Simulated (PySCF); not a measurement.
Simulated outer-valence photoelectron spectrum of `C1C=C1C(F)F`. The calculation used EOM-IP-CCSD/aug-cc-pVDZ in PySCF, restricted Hartree–Fock reference, frozen core, non-relativistic, gas phase, PBE0-D3(BJ)/def2-SVP geometry.

Each root has a Gaussian of 0.3 eV full width with its one-hole share as area; cross sections and vibrations are left out, and the highest printed point is 100.

```tsv
ionisation energy (eV)	intensity
9.8	1
9.9	7
10.0	29
10.1	62
10.2	73
10.3	46
10.4	16
10.5	3
10.6	0
10.7	0
10.8	0
10.9	1
11.0	9
11.1	33
11.2	65
11.3	70
11.4	41
11.5	13
11.6	2
11.7	0
11.8	0
11.9	0
12.0	0
12.1	0
12.2	0
12.3	4
12.4	21
12.5	53
12.6	73
12.7	54
12.8	22
12.9	5
13.0	1
13.1	0
13.2	0
13.3	0
13.4	4
13.5	19
13.6	50
13.7	72
13.8	56
13.9	23
14.0	5
14.1	1
14.2	0
14.3	0
14.4	3
14.5	16
14.6	46
14.7	71
14.8	60
14.9	32
15.0	29
15.1	57
15.2	84
15.3	91
15.4	96
15.5	100
15.6	97
15.7	80
15.8	44
15.9	14
16.0	2
16.1	0
```

Task: Where are the maxima, and how many lines lie under the curve?

Result: 6 maxima, at 10.2, 11.3, 12.6, 13.7, 14.7 and 15.5 eV, from 8 lines. At this width some lines have no maximum of their own.

Task: List the lines with their holes.

Result: 
```tsv
E (eV)	leading hole (HF orbital)	area	Koopmans (eV)
10.18	HOMO	0.97	10.18
11.26	HOMO-1	0.96	12.08
12.60	HOMO-2	0.96	13.77
13.71	HOMO-3	0.95	15.48
14.72	HOMO-5	0.95	17.33
15.20	HOMO-6	0.94	17.64
15.44	HOMO-7	0.94	18.31
15.67	HOMO-4	0.94	16.62
```

The widest gap, 1.34 eV, lies between 11.26 and 12.60 eV. Only orbitals with −ε under 21 eV, eight at most, were ionised, so the high end of the curve may lack lines.

The values belong to the conformer `[F:1][CH:2]([F:3])[C:4]1=[CH:5][CH2:6]1`: F1–C2–C4–C5 125°.
